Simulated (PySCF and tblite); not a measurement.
The numbers below are computed, except where a source is named.
Stationary points of C$_{4}$H$_{7}$NO at GFN2-xTB, in Å:

Structure A

```
 1 C    -1.808   -0.437    0.652
 2 C    -0.601   -0.881    0.330
 3 N     0.452   -0.108   -0.131
 4 C     0.281    1.319   -0.297
 5 C     1.653   -0.660   -0.434
 6 O     2.613   -0.053   -0.840
 7 H    -2.095    0.596    0.585
 8 H    -2.558   -1.122    1.001
 9 H    -0.358   -1.932    0.414
10 H     1.225    1.720   -0.665
11 H     0.033    1.786    0.657
12 H    -0.509    1.526   -1.020
13 H     1.666   -1.752   -0.269
```

Structure B

```
 1 C    -1.607   -1.312    0.239
 2 C    -0.828   -0.295    0.578
 3 N     0.305    0.166   -0.086
 4 C     0.792    1.484    0.267
 5 C     0.993   -0.556   -1.004
 6 O     1.967   -0.161   -1.598
 7 H    -1.452   -1.917   -0.636
 8 H    -2.449   -1.571    0.854
 9 H    -1.058    0.292    1.458
10 H     1.686    1.675   -0.325
11 H     1.043    1.530    1.328
12 H     0.041    2.242    0.040
13 H     0.580   -1.565   -1.150
```

Structure C

```
 1 C    -1.799   -0.810    0.240
 2 C    -0.578   -0.641    0.708
 3 N     0.444    0.002   -0.035
 4 C     0.505    1.446    0.026
 5 C     1.350   -0.692   -0.749
 6 O     2.251   -0.208   -1.391
 7 H    -2.075   -0.476   -0.746
 8 H    -2.564   -1.288    0.825
 9 H    -0.292   -0.977    1.700
10 H     1.351    1.762   -0.582
11 H     0.649    1.779    1.056
12 H    -0.414    1.885   -0.365
13 H     1.173   -1.781   -0.687
```

Level: PBE0/pcSseg-1 + D3(BJ) on GFN2-xTB stationary points, with GFN2-xTB thermal terms.

**Question.** Which structure is a saddle point, and along which motion?

**Answer.** C: one imaginary mode (143i cm⁻¹ at GFN2-xTB, mostly on C1, H9, H7), along the rotation about the C2–N3 bond (torsion C1–C2–N3–C4 from 0° to 164°, rising).

**Question.** Give their symmetry and energies above the lowest.

**Answer.** A Cs, 0.0 kcal/mol; B C1, 4.6 kcal/mol; C C1, 8.6 kcal/mol.
